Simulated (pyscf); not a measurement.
A first-order saddle from PySCF, ωB97X-D3(BJ)/def2-SVP:

```xyz
8

Se     0.6857     0.8971     0.4926
Sn    -1.3748    -0.5714    -0.2458
Cl    -1.0838    -2.8265    -0.6645
Cl    -3.1490     0.6182    -1.1394
Cl    -2.1470    -0.7201     1.9675
H     -0.1604     2.0966     0.4389
Cl    -0.0472    -0.0683    -2.4218
H      0.7286     0.7161    -1.1563
```
Charge 0, spin multiplicity 1.

Surface: singlet, charge 0. Lowest wavenumbers (cm⁻¹): 778i, 25, 66, 117, 124.

Name the species on either side of this saddle.

Cl–Sn(Cl)(Cl)–SeH + HCl ⇌ H₂Se + Cl–Sn(Cl)(Cl)–Cl, a four-centre exchange read from left to right: Se–Sn, Cl–H broken and H–Se, Cl–Sn formed. At ωB97M-D3(BJ)/def2-TZVP it lies +19.9 kcal/mol from the left side and +20.3 kcal/mol from the right (each side as separated species at their lowest minima found). On the product side the descent ends in an adduct with a Se–Sn contact, 7.0 kcal/mol under the separated species and 20.5 kcal/mol under the saddle at ωB97X-D3(BJ)/def2-TZVP. What is counted as broken (Se–Sn) persists as a longer contact in the product adduct; parting that adduct is a step of its own. At ωB97X-D3(BJ)/def2-TZVP the barrier from the zero used here is 15.9 kcal/mol. This is the saddle that the search found; another between the same sides may lie lower. Elements up to Kr have no core potential and no relativistic terms here. Elements past Kr carry the def2 core potentials, without spin-orbit coupling.
